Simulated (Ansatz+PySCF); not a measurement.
# triplet SO: levels of theory in one basis

```yaml
atoms:
  - { symbol: S, position_ang: [0.0000, 0.0000, -0.5407] }
  - { symbol: O, position_ang: [0.0000, 0.0000, 1.0814] }
```

Basis set: def2-SVP (spherical functions). Correlated methods keep 6 orbitals frozen. Correlation on ROHF uses semicanonical orbitals with singles. Charge 0, multiplicity 3.

Computed with Ansatz (development build ahead of 0.2.0); each method stands on the lowest determinant of its kind that the runs found. NEVPT2 correlates all electrons. Active spaces start from the frontier orbitals, and the lowest solution found is given.

```
         method  E − E(ROHF) (eV)  <S²> of the determinant
           ROHF              0.00                     2.00
            UHF             -0.34                     2.03
       ROHF-MP2             -7.80                        –
        UHF-MP2             -7.87                     2.03
      ROHF-CCSD             -8.82                        –
       UHF-CCSD             -8.84                     2.03
   ROHF-CCSD(T)             -9.15                        –
    UHF-CCSD(T)             -9.15                     2.03
SC-NEVPT2(12,8)             -8.27                        –
```

Question: What does CASSCF(12,8) give on the same scale?

Answer: -2.24 eV.

The restricted and unrestricted rows may stand on different electronic states: another unrestricted solution lies nearer the restricted one.

Caution for ROHF, UHF, ROHF-MP2, UHF-MP2, ROHF-CCSD, UHF-CCSD, ROHF-CCSD(T), UHF-CCSD(T): the determinant may break the point group. Caution for ROHF-MP2, UHF-MP2: another reference gives a lower total.
